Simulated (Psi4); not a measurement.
# A workflow on [BF2]+ (SMILES F[B+]F)

Aim: a geometry optimisation (PBEh-3c/def2-mSVP), then vibrational wavenumbers of [BF2]+. 

Program for the calculation: Psi4 1.11.

## Step 1: Starting point

The species is [BF2]+ (3 atoms), meant as a singlet with charge +1. SMILES: `F[B+]F`. The shape is that of a GFN2-xTB optimisation. The run starts from this shape.

Bond lengths: F1–B2 1.219 Å, B2–F3 1.219 Å. Angles: F1–B2–F3 179.9°.

## Step 2: A structure relaxation at PBEh-3c/def2-mSVP (density fitting) (run 1)

bf2.xyz reads:

```xyz
3
BF2
F      0.327370     1.133870     0.305680
B      0.000740    -0.000320     0.000370
F     -0.328120    -1.133550    -0.306050
```

calc.py reads:

```python
import psi4

psi4.set_memory('1600 MB')
psi4.set_num_threads(1)
psi4.set_output_file('psi4.out', False)

with open('bf2.xyz') as f:
    atoms = ''.join(f.readlines()[2:])
mol = psi4.geometry('1 1\n' + atoms + 'symmetry c1')

psi4.set_options({
    'reference': 'rks',
    'geom_maxiter': 60,
})

e_tot = psi4.optimize("pbeh-3c")
print(f'total energy {e_tot:.8f} hartree = {e_tot * 27.211386:.5f} eV')
mol.save_xyz_file('final.xyz', False)
```

Run with:

```console
$ python calc.py
```

psi4.out:

```text
[...]
  Running in c1 symmetry.
[...]
  Nuclear repulsion =   56.645161755190436
[...]
  Multiplicity = 1
[...]
  Nalpha       = 11
  Nbeta        = 11
[...]
    Number of basis functions: 45
[...]
   @DF-RKS iter   1:  -223.75940815377129   -8.09783e-03   7.78153e-03 ADIIS/DIIS
[...]
   @DF-RKS iter   7:  -223.80496831153371   -1.13687e-13   4.27322e-09 DIIS
[...]
    Orbital Energies [Eh]
    ---------------------
    Doubly Occupied:
       1A    -25.520318     2A    -25.520308     3A     -7.535610
       4A     -1.763047     5A     -1.759905     6A     -1.017480
       7A     -1.006358     8A     -0.948204     9A     -0.948204
      10A     -0.893763    11A     -0.893763
[...]
  @DF-RKS Final Energy:  -223.80496831153371
   => Energetics <=
    Nuclear Repulsion Energy =             55.9766365424774079
    One-Electron Energy =                -413.8876297745819102
    Two-Electron Energy =                 148.4017562026324697
    DFT Exchange-Correlation Energy =     -14.2990273435263724
    Empirical Dispersion Energy =           0.0032960614646822
    VV10 Nonlocal Energy =                  0.0000000000000000
    Total Energy =                       -223.8049683115337132
[...]
 Multipole Moments:
 ------------------------------------------------------------------------------------
     Multipole            Electronic (a.u.)      Nuclear  (a.u.)        Total (a.u.)
 ------------------------------------------------------------------------------------
 L = 1.  Multiply by 2.5417464519 to convert [e a0] to [Debye]
 Dipole X            :          0.0011042           -0.0001403            0.0009639
 Dipole Y            :         -0.0004220            0.0000536           -0.0003684
 Dipole Z            :          0.0000000           -0.0000000            0.0000000
 Magnitude           :                                                    0.0010319
[...]
  -Total Gradient:
     Atom            X                  Y                   Z
    ------   -----------------  -----------------  -----------------
       1       -0.000083250325    -0.000133193291     0.000000000000
       2        0.000056179343    -0.000022119602     0.000000000000
       3        0.000026767648     0.000155428566     0.000000000000
[...]
    Final optimized geometry and variables:
    Molecular point group: c1
    Full point group: Cs
    Geometry (in Angstrom), charge = 1, multiplicity = 1:
    F            0.439319357019     1.152814425598     0.000000000000
    B            0.000344771028    -0.000131621236     0.000000000000
    F           -0.439519146943    -1.152738152957    -0.000000000000
[...]
```

The script printed:

```text
Optimizer: Optimization complete!
total energy -223.80496831 hartree = -6090.04338 eV
```

Wall time 12 s (1 thread of Intel Xeon Platinum 8259CL at 2.50GHz (Skylake/Cascade Lake), shared host); peak memory 0.31 GiB.

Steps, from the record of the run:

```csv
step,energy from the first frame kept (eV),largest force (eV/Å)
0,0.0000,1.1461
1,-0.0161,0.1782
2,-0.0165,0.0081
```

After the run. Bond lengths: F1–B2 1.234 Å, B2–F3 1.234 Å. Angles: F1–B2–F3 180.0°.

## Step 3: Vibrational wavenumbers at PBEh-3c/def2-mSVP (density fitting) (run 2)

input.dat reads:

```
memory 1600 MB

molecule mol {
  1 1
  F      0.00000000     0.00000000    -2.33132866
  B      0.00000000     0.00000000     0.00000000
  F      0.00000000     0.00000000     2.33132866
  units au
}

set {
  reference rks
  t 298.15
  rotational_symmetry_number 2
}

e_tot, wfn = frequency("pbeh-3c", return_wfn=True)
```

Run with:

```console
$ psi4 input.dat output.dat -n 1
```

output.dat, shortened:

```text
[...]
  Running in d2h symmetry.
[...]
  Nuclear repulsion =   55.976663539151104
[...]
  Multiplicity = 1
[...]
  Nalpha       = 11
  Nbeta        = 11
[...]
    Number of basis functions: 45
[...]
   @DF-RKS iter   1:  -223.75835558499085   -3.74062e-02   1.80188e-02 ADIIS/DIIS
[...]
  Running in c2h symmetry.
[...]
  Running in c2v symmetry.
[...]
   @DF-RKS iter   8:  -223.80496823937278   -1.05160e-12   3.47783e-09 DIIS
[...]
    Orbital Energies [Eh]
    ---------------------
    Doubly Occupied:
       1A1   -25.520318     1B2   -25.520308     2A1    -7.535610
       2B2    -1.763047     3A1    -1.759906     4A1    -1.017480
       3B2    -1.006358     1B1    -0.948204     5A1    -0.948204
       1A2    -0.893763     4B2    -0.893763
[...]
  @DF-RKS Final Energy:  -223.80496823937278
   => Energetics <=
    Nuclear Repulsion Energy =             55.9766531379122085
    One-Electron Energy =                -413.8876615169176603
    Two-Electron Energy =                 148.4017716245246277
    DFT Exchange-Correlation Energy =     -14.2990275511310205
    Empirical Dispersion Energy =           0.0032960662390832
    VV10 Nonlocal Energy =                  0.0000000000000000
    Total Energy =                       -223.8049682393727835
[...]
 Multipole Moments:
[...]
  -Total Gradient:
     Atom            X                  Y                   Z
    ------   -----------------  -----------------  -----------------
       1       -0.000057742784     0.000000000000     0.000154943688
       2        0.000114867936     0.000000000000     0.000000000000
       3       -0.000057742784     0.000000000000    -0.000154943688
[...]
  ==> Harmonic Vibrational Analysis <==
[...]
  Freq [cm^-1]                 456.1069            456.1069           1033.4358
[...]
  IR activ [km/mol]            150.3201            150.3201             0.0000
[...]
  Freq [cm^-1]                2113.1086
[...]
  IR activ [km/mol]            446.4109
[...]
  Total E_0, Enthalpy at 0 [K]                                                         -223.79572181 [Eh]
[...]
  Total H, Enthalpy at  298.15 [K]                                                     -223.79186711 [Eh]
[...]
  Total G, Gibbs energy at  298.15 [K]                                                 -223.81699609 [Eh]
[...]
```

Standard output:

```text
Warning: used thermodynamics relations inappropriate for low-frequency modes: ['456.1069' '456.1069']
```

It took 22 s on 1 thread of Intel Xeon Platinum 8259CL at 2.50GHz (Skylake/Cascade Lake), shared host; peak memory 0.3 GiB.

## Step 4: Summary of results

| quantity | value |
| --- | --- |
| run 1, PBEh-3c/def2-mSVP: total energy at the end | -223.80497 Eh |
| run 1, PBEh-3c/def2-mSVP: HOMO energy | -24.32 eV |
| run 1, PBEh-3c/def2-mSVP: LUMO energy | -7.77 eV |
| run 1, PBEh-3c/def2-mSVP: HOMO–LUMO gap | 16.55 eV |
| run 2, PBEh-3c/def2-mSVP: lowest harmonic wavenumber | 456 cm⁻¹ |
| run 2, PBEh-3c/def2-mSVP: highest harmonic wavenumber | 2113 cm⁻¹ |
| run 2, PBEh-3c/def2-mSVP: zero-point energy | 24.3 kJ/mol |
| run 2, PBEh-3c/def2-mSVP: ideal-gas entropy at 298.15 K (symmetry number 2 as used) | 52.9 cal/(mol K) |

**Reading.** The optimisation (run 1, PBEh-3c/def2-mSVP) took 3 steps and changed the energy by -0.017 eV. All 4 modes (run 2, PBEh-3c/def2-mSVP) are real, so the shape is a minimum at this level.
